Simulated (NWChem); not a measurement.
thiophene (C4H4S); SMILES c1ccsc1

Program: NWChem. Pople sets run with spherical d functions. The geometry was optimised at PBE0/def2-SVP. Computed dipoles belong to the equilibrium geometry; the measured one is vibrationally averaged.

Measured dipole moment: 0.55 D (NIST CCCBDB, as tabulated in the package chemicals).

**Question.** Which of these levels lies farthest from the measured value, and how do the others fare: B3LYP/6-31+G*; B3LYP/def2-SVP; B3LYP/STO-3G; B3LYP/6-31G*; B3LYP/def2-TZVP; B3LYP/3-21G; B3LYP/def2-SVPD?

**Answer.** B3LYP/def2-SVP.
```tsv
level	dipole moment (D)	computed − measured
B3LYP/STO-3G	0.61	+0.06
B3LYP/3-21G	0.66	+0.11
B3LYP/6-31G*	0.57	+0.02
B3LYP/6-31+G*	0.49	-0.06
B3LYP/def2-SVP	0.36	-0.19
B3LYP/def2-SVPD	0.51	-0.04
B3LYP/def2-TZVP	0.46	-0.09
```
